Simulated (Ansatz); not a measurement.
**CH4FNS: rigid scan of one bond length**

How does the energy of CH4FNS change as one bond is stretched? Wanted for CH4FNS: a rigid scan of one bond length. SMILES: NC(F)S.

Program: the Python package of Ansatz 0.2.0. Level of theory: r2SCAN0/def2-SVP. These are calculated values, not measurements.

## Step 1: The system

Bond lengths: N1–C2 1.386 Å, C2–F3 1.339 Å, C2–S4 1.721 Å, N1–H5 1.049 Å, N1–H6 1.074 Å, C2–H7 1.110 Å, S4–H8 1.316 Å. Angles: N1–C2–F3 105.5°, N1–C2–S4 112.0°, N1–C2–H7 111.2°, F3–C2–S4 107.5°, F3–C2–H7 108.7°, S4–C2–H7 111.7°, C2–N1–H5 108.5°, C2–N1–H6 108.3°, H5–N1–H6 101.4°, C2–S4–H8 97.4°.

No structure file is read: the coordinates are typed or built in the script.

## Step 2: Script

Contents of scan_ch4fns.py:

```python
'''Stretching a bond of CH4FNS, the rest held rigid.'''

import warnings

import ansatz
import numpy as np

warnings.simplefilter('ignore', ansatz.DeckWarning)

geometry_ang = [
    ('N', [0.0917, 1.1793, -0.3903]),
    ('C', [0.3635, -0.0391, 0.2117]),
    ('F', [1.2591, -0.6388, -0.5831]),
    ('S', [-1.0278, -1.0505, 0.2782]),
    ('H', [-0.1673, 1.0047, -1.3919]),
    ('H', [-0.8336, 1.5528, 0.0059]),
    ('H', [0.8161, 0.1021, 1.2154]),
    ('H', [-0.4094, -2.1676, 0.5983]),
]
geometry = ansatz.Crystal.molecule()
for symbol, xyz in geometry_ang:
    geometry = geometry.atom(symbol, xyz)

symbols = [site.symbol for site in geometry.cartesian_sites]
start = np.array([site.position_ang for site in geometry.cartesian_sites])
axis = (start[2] - start[1]) / np.linalg.norm(start[2] - start[1])
moving = [2]
lengths, energies = [1.14, 1.23, 1.34, 1.47, 1.67, 2.01, 2.41, 2.95], []
for length in lengths:
    xyz = start.copy()
    xyz[moving] += (length - np.linalg.norm(start[2] - start[1])) * axis
    point = ansatz.Crystal.molecule()
    for symbol, place in zip(symbols, xyz):
        point = point.atom(symbol, place.tolist())
    job = (
        point.calculation()
        .basis(gaussian='def2-SVP')
        .functional('R2SCAN0')
        .scf(lower_state_search='standard')
    )
    r = job.run(threads=1, backend='cpu').report
    energies.append(r['free_energy_ev'])
    print(f'r = {length:6.3f} A  E = {energies[-1]:.5f} eV  <S^2> = {abs(r["mean_field"]["state"]["spin_squared"]):.3f}')

print('energy above the lowest point (eV):', [round(e - min(energies), 3) for e in energies])
```

## Step 3: What the engine is handed

The package turns the script's settings into the engine's input (first run):

```yaml
crystal:
  periodic: [false, false, false]
  atoms:
    - { symbol: "N", position_ang: [0.0917, 1.1793, -0.3903] }
    - { symbol: C, position_ang: [0.3635, -0.0391, 0.2117] }
    - { symbol: F, position_ang: [1.1258856698942823, -0.5495987564041995, -0.4648789754711652] }
    - { symbol: S, position_ang: [-1.0278, -1.0505, 0.2782] }
    - { symbol: H, position_ang: [-0.1673, 1.0047, -1.3919] }
    - { symbol: H, position_ang: [-0.8336, 1.5528, 0.0059] }
    - { symbol: H, position_ang: [0.8161, 0.1021, 1.2154] }
    - { symbol: H, position_ang: [-0.4094, -2.1676, 0.5983] }
basis:
  gaussian:
    orbitals: def2-SVP
hamiltonian:
  xc: r2scan0
scf:
  lower_state_search: standard
```

## Step 4: Launch

Command:

```
$ python scan_ch4fns.py
```

**Question.** What results will this script give? Wanted: range of energy; lowest point, distance.

The runs gave:

```
                  quantity     value
             runs compared         8
           range of energy  5.180 eV
lowest point, distance (Å)      1.34
```

**Reading.** The lowest point, at 1.34, lies inside the range. The ends stand 1.68 and 5.18 eV above it. The distance scanned is the script's pair 1, 2. Notes:
- The rest of the molecule is held rigid at a force-field or estimated start geometry, and the basis set is modest; single-reference methods fail as a bond breaks.
- The orbitals are restricted, so S² is zero by construction.
- Toward dissociation an unrestricted state lies under the restricted one, by 1 to 2 eV or more.
